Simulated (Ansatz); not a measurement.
Calculated with Ansatz (gas phase, PBE0-D4/def2-TZVP geometries, no zero-point term in ΔE). CCSD(T)/CBS is frozen-core, at the limit of the def2 triple- and quadruple-zeta sets. DFT in def2-TZVPP. B3LYP here is the variant with VWN-RPA as its local correlation; programs differ in this. One conformer a species, not always the lowest.

`O[Si]F` + H₂ → `F[SiH]` + H₂O  (hydrogenolysis of the Si–O bond)

```
              level  ΔE (kJ/mol)
           B3LYP-D4        163.4
             revPBE        154.6
             r2SCAN        170.2
      CCSD/def2-SVP        142.6
      HF/def2-QZVPP        146.2
    CCSD/def2-QZVPP        154.5
CCSD(T)/cc-pV(T+d)Z        161.6
CCSD(T)/cc-pV(Q+d)Z        161.6
```

What does CCSD(T)/CBS give? (An estimate is asked.)

Ansatz gave: +160.1 kJ/mol. The listed levels differ from it by 3.3, -5.5, 10.1, -17.5, -13.9, -5.6, 1.5, 1.5 kJ/mol.

Largest T1 diagnostic among the species: 0.015.

From BLYP to BHLYP (50 % exact exchange), in def2-TZVPP and without D4, ΔE moves by −4.5 kJ/mol. The D4 term adds +3.5 kJ/mol with B3LYP and +1.8 kJ/mol with PBE0; it sums over pairs of atoms, weighted by their polarisabilities, and B3LYP, whose exchange is more repulsive, gets the larger term.
